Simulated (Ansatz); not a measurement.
We consider rutile SnO2, described by rVV10 (Ansatz, an electronic-structure program, PAW).

Settings: plane-wave cutoff 520 eV, 8×8×10 k mesh (along the axes of the cell as run), Fermi–Dirac smearing 0.01 eV, scalar-relativistic PAW data made under PBE.

A third-order Birch–Murnaghan fit to the energies gives V0 = 12.705 Å³/atom, B0 = 168 GPa, B′ = 5.4.

```json
[
 {"V (Å³/atom)": "12.196", "P (GPa)": "?"},
 {"V (Å³/atom)": "12.450", "P (GPa)": "?"},
 {"V (Å³/atom)": "12.705", "P (GPa)": "0.01"},
 {"V (Å³/atom)": "12.959", "P (GPa)": "?"},
 {"V (Å³/atom)": "13.213", "P (GPa)": "?"}
]
```

**Question.** Estimate the withheld pressures from this fit; the answers are the runs' own values.

**Answer.** 
- 12.196, P (GPa): 7.65
- 12.450, P (GPa): 3.59
- 12.959, P (GPa): -3.15
- 13.213, P (GPa): -5.90

The formula P = (3/2) B0 (x^(7/3) − x^(5/3)) [1 + (3/4)(B′ − 4)(x^(2/3) − 1)] with x = V0/V meets the computed pressures within 0.03 GPa when these rounded values are put in.

Shape and atoms are relaxed at each volume.

Measured, for comparison: bulk modulus 212 GPa (temperature not stated, not corrected to a static lattice, from measured elastic constants; as tabulated in Toher et al. (2017), arXiv:1611.05714). Computed (rounded) less measured: bulk modulus -21 %.

Note: the bulk modulus comes from volumes at which shape and atoms were relaxed.

Spin–orbit coupling is not included.
